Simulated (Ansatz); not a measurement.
Rock-salt RbBr, treated with BLYP (plane waves, PAW; Ansatz, a quantum-chemistry and plane-wave program).

Numerical settings: plane-wave cutoff 520 eV, 8×8×8 k mesh, Fermi–Dirac smearing 0.01 eV, scalar-relativistic PAW data made under PBE.

Computed points:

| V (Å³/atom) | E − E_lowest (meV/atom) | P (GPa) |
|---|---|---|
| 42.977 | 6.03 | 0.749 |
| 43.891 | 2.57 | 0.469 |
| 44.806 | 0.62 | 0.220 |
| 45.720 | 0.00 | 0.000 |
| 46.635 | 0.57 | -0.195 |
| 47.549 | 2.19 | -0.368 |
| 48.463 | 4.74 | -0.522 |

### Question
What bulk modulus B0 and pressure derivative B′ does a third-order Birch–Murnaghan fit give?

### Answer
V0 = 45.721 Å³/atom, B0 = 10.4 GPa, B′ = 5.0 (fit to the energies at full precision).

Measured, for comparison: bulk modulus 16 GPa (4 K, zero-point motion not removed; as tabulated in Doll and Stoll (1998), arXiv:cond-mat/9801031); equilibrium volume per atom 39.69 Å³/atom (low temperature, zero-point motion not removed; as tabulated in Doll and Stoll (1998), arXiv:cond-mat/9801031). Computed (rounded) less measured: bulk modulus -35 %, equilibrium volume per atom +15.2 %.

Note: the cell is over a tenth larger than the published one: the level's own overestimate first of all, though another phase or state, or a fault of the published cell, is possible.

Static lattice: no zero-point or thermal effects.

It cost very roughly 14 core-seconds of CPU time.
